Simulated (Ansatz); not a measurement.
in.yaml

```yaml
crystal:
  periodic: [false, false, false]
  atoms:
    - {symbol: B, position_ang: [-2.365066, 0.000000, 0.000000]}
    - {symbol: H, position_ang: [-2.961799, 1.033571, 0.000000]}
    - {symbol: H, position_ang: [-2.961799, -1.033571, 0.000000]}
    - {symbol: H, position_ang: [-0.961066, 0.000000, 0.000000]}
    - {symbol: Cl, position_ang: [0.916934, 0.000000, 0.000000]}
basis:
  gaussian: {orbitals: STO-3G}
magnetization: {spin_polarized: false, initial_magnetization: 1}
correlation: {method: fic_nevpt4_sd, electrons: valence, active_space: {window: {electrons: 5, orbitals: 3}}}
```

```sh
$ ansatz run in.yaml --threads 1 --pin off --events-out ev --progress --plain --max-ram 2393MiB
```

Log:

```
194 factors; integrals over basis functions are off by at most 1.9e-5 eV
mean field evaluation 1: about -13072.8789 eV, gradient 1.5e1 eV
mean field evaluation 2: about -13072.8947 eV, gradient 1.5e1 eV
mean field evaluation 4: about -13076.9635 eV, gradient 2.7e0 eV
mean field evaluation 8: about -13077.0716 eV, gradient 2.2e-4 eV
mean field evaluation 16: about -13076.4514 eV, gradient 4.1e-5 eV
mean field evaluation 32: about -13076.4954 eV, gradient 4.0e-1 eV
mean field evaluation 64: about -13072.8794 eV, gradient 1.5e1 eV
mean field -13077.07160778 eV, -480.5735176284 hartree, gradient 1.6e-6 eV, S^2 0.750000; 12 other end points of the search recorded, 0 dependent functions left out
reference -13077.07160778 eV, -480.5735176284 hartree; 13, 12 occupied and 4, 5 virtual orbitals, 194 factors
state -13077.07160778 eV, -480.5735176284 hartree
state -13077.07160778 eV, -480.5735176284 hartree; corrected -13078.70523843 eV, -480.6335524476 hartree
WARN: 2 active orbitals are nearly empty or full. The corrections depend on them more than the energy does, and are more stable in an active space without them
Total energy: -13078.70523843 eV, -480.6335524476 hartree
```

Ran on 1 thread of Arm Neoverse V2, shared host: 0.42 s wall, 0.07 GiB peak host memory.
